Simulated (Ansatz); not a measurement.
The input, for Ansatz 0.2.0:

```yaml
crystal:
  periodic: [false, false, false]
  atoms:
    - {symbol: H, position_ang: [-1.809464, 0.049803, 0.000000]}
    - {symbol: H, position_ang: [-0.847464, 0.049803, 0.000000]}
    - {symbol: O, position_ang: [0.142536, 0.049803, 0.000000]}
    - {symbol: H, position_ang: [0.394395, -0.890147, 0.000000]}
basis:
  gaussian: {orbitals: 6-31G}
magnetization: {spin_polarized: true, initial_magnetization: 1}
hamiltonian: {xc: {name: B3LYP}}
```

```sh
$ ansatz run in.yaml --threads 1 --pin off --events-out ev --progress --plain --max-ram 2393MiB
```

**Question.** Roughly how long does this take on 1 thread of AMD EPYC 9R45, shared host, and how much host memory?

**Answer.** 0.21 s wall and 0.13 GiB.

```
171 factors; integrals over basis functions are off by at most 5.7e-4 eV
mean field evaluation 1: about -2088.0529 eV, gradient 3.2e1 eV
mean field evaluation 2: about -2080.5831 eV, gradient 5.3e1 eV
mean field evaluation 4: about -2091.7872 eV, gradient 4.2e-1 eV
mean field evaluation 8: about -2091.7826 eV, gradient 2.0e-2 eV
mean field -2091.78256495 eV, -76.8715914006 hartree, gradient 7.8e-5 eV, S^2 0.754180; 0 other end points of the search recorded, 0 dependent functions left out
reference -2091.78269868 eV, -76.8715963153 hartree; 6, 5 occupied and 9, 10 virtual orbitals, 171 factors
Total energy: -2091.78269868 eV, -76.8715963153 hartree
```
